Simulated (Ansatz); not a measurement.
Tetradymite Bi2Te3, treated with LDA (Ansatz, a first-principles code, plane waves, PAW).

Question: What does this level give for the interlayer binding energy, layer repeat distance and gap between the layers?

Answer: 
* **interlayer binding energy**: 19.1 meV/Å²
* **layer repeat distance**: 9.960 Å
* **gap between the layers**: 2.531 Å

Spin–orbit coupling is not included; it can shift volumes and moduli of such heavy elements.

The computed numbers hold no vibrational or temperature effects.
